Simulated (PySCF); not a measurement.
# Bond curve of SiH⁺

Set-up: Si jorge-DZP-DKH, H jorge-DZP-DKH; spin-free X2C with a Gaussian nucleus (PySCF 2.14). Energies in eV from Si⁺ + H in their ground configurations at the same level. State: ¹Σ⁺ (singlet), closed shell.

Curves on a restricted Hartree–Fock reference rise too fast on stretching and do not dissociate correctly.

```
R (Å)  CAM-B3LYP  RHF-SCS-MP2  RHF-MP2  revPBE
1.318     -2.767       -2.626   -2.524  -2.600
1.380     -3.021       -2.871   -2.770  -2.876
1.441     -3.166       -3.006   -2.906  -3.044
1.487     -3.218       -3.049   -2.948  -3.112
1.533     -3.230       -3.051   -2.951  -3.140
1.579     -3.208       -3.020   -2.919  -3.135
1.640     -3.137       -2.936   -2.834  -3.087
1.717     -2.997       -2.780   -2.677  -2.974
1.809     -2.775       -2.540   -2.435  -2.786
1.932     -2.422       -2.169   -2.060  -2.480
```

Put a parabola through the three lowest points of the CAM-B3LYP curve and estimate Re, k and ωe (reduced mass 0.9728 u; 1 eV/Å² = 0.16022 mdyn/Å; ωe = 1302.8·√(k/μ) cm⁻¹).

Through R = 1.487, 1.533, 1.579 Å the second-order coefficient is 8.03 eV/Å², so Re ≈ 1.526 Å, k ≈ 2.57 mdyn/Å and ωe ≈ 2119 cm⁻¹. A polynomial fit of higher order to the unrounded CAM-B3LYP energies gives Re = 1.525 Å, k = 2.60 mdyn/Å, ωe = 2130 cm⁻¹; anharmonicity and rounding make the difference.

The higher-order fit for each curve: CAM-B3LYP: Re = 1.525 Å, ωe = 2130 cm⁻¹, De = 3.23 eV; RHF-SCS-MP2: Re = 1.512 Å, ωe = 2196 cm⁻¹, De = 3.05 eV; RHF-MP2: Re = 1.512 Å, ωe = 2203 cm⁻¹, De = 2.95 eV; revPBE: Re = 1.548 Å, ωe = 2031 cm⁻¹, De = 3.14 eV.

Correlated steps freeze 5 core orbitals. Correlated levels converge slowly with the basis: in double zeta they bind strong bonds too weakly, by up to about 1 eV, and carry superposition errors of some tenths. For an ion De counts to the pair picked by the measured ionisation energies or electron affinities, which need not be the lowest pair at this level. Where the molecule has an RHF reference, its open-shell atoms are computed with UHF.
